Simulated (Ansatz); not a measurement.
**CHN (singlet): the correlation ladder at distance N1–H3 = 1.071 Å, 6-31G**

An exercise on one series of results from a longer session: the logs are not shown, and one member is left open.

Computed with Ansatz 0.2.0, Gaussian basis. Level: 6-31G, core rule «outside noble gas», up to 2 orbitals frozen.

The runs, in order: UHF; CCSD(T) on RHF; BCCD(T) on RHF; CISD; CCSDT(Q) on RHF; CISDTQ; CCSDTQ on RHF; CASSCF and MRCISD+Q, 2 electrons in 2 orbitals; CASSCF and NEVPT2, 2 electrons in 2 orbitals; CASSCF and MRCISD+Q, 10 electrons in 9 orbitals; CASSCF and NEVPT2, 10 electrons in 9 orbitals; Full CI.

22 further runs of the same task are left out: 1 for a mislabelled method, 12 that didn't finish, 9 set aside as unsound or not needed.

## The geometry

The geometry derives from a PBE0/def2-TZVP stationary point (not a proven minimum). One bond is set to the value named and the two fragments are kept rigid.

3 atoms, charge 0, spin multiplicity 1.

Atoms are counted from 1 here; the program's logs count them from 0.

Bond lengths: N1–C2 1.163 Å, N1–H3 1.071 Å. Angles: C2–N1–H3 180.0°.

The first run:

in.yaml reads:

```yaml
crystal:
  periodic: [false, false, false]
  atoms:
    - {symbol: N, position_ang: [0.000000, 0.000000, 0.030823]}
    - {symbol: C, position_ang: [0.000000, 0.000000, -1.132645]}
    - {symbol: H, position_ang: [0.000000, 0.000000, 1.101823]}
basis:
  gaussian: {orbitals: 6-31G}
magnetization: {spin_polarized: true, initial_magnetization: 0}
hamiltonian: {xc: hf}
output: {orbitals: {seedname: orbitals}}
```

Launch:

```sh
$ ansatz run in.yaml --threads 1 --pin off --events-out ev --progress --plain --max-ram 2393MiB
```

Among the steps run: UHF; CCSD(T) on RHF; BCCD(T) on RHF; CISD; CCSDT(Q) on RHF; CISDTQ; CCSDTQ on RHF; CASSCF and MRCISD+Q, 2 electrons in 2 orbitals; CASSCF and NEVPT2, 2 electrons in 2 orbitals; CASSCF and MRCISD+Q, 10 electrons in 9 orbitals; CASSCF and NEVPT2, 10 electrons in 9 orbitals; Full CI.

One of the session's tables, all rows but one given; the rest of the session is left out.

```
          method  from FCI (meV)
             RHF         +5688.9
            RMP2          +457.1
            CISD          +603.7
           RCCSD          +247.5
        RCCSD(T)           +29.4
         BCCD(T)           +28.3
          RCCSDT           +16.4
          CISDTQ           +38.8
       RCCSDT(Q)            -0.2
         RCCSDTQ            +2.2
     CASSCF pair         +5069.2
     MRCISD pair          +494.3
   MRCISD+Q pair          +128.3
  CASSCF valence         +1668.7
  NEVPT2 valence          +428.0
  MRCISD valence           +72.7
MRCISD+Q valence               ?
             FCI               0
```

Q: Estimate the row for MRCISD+Q valence from the others.

The run gave: from FCI (meV): +31.5. In the column «from FCI (meV)» it lies between RCCSD(T) (+29.4) and CISDTQ (+38.8).

Not comparable, so not listed: CASSCF and NEVPT2, 2 electrons in 2 orbitals (they don't share determinant, frozen orbitals or solution with the rows shown, or repeat one).

Caveats from the session: Warnings in the runs' records: passed over end.
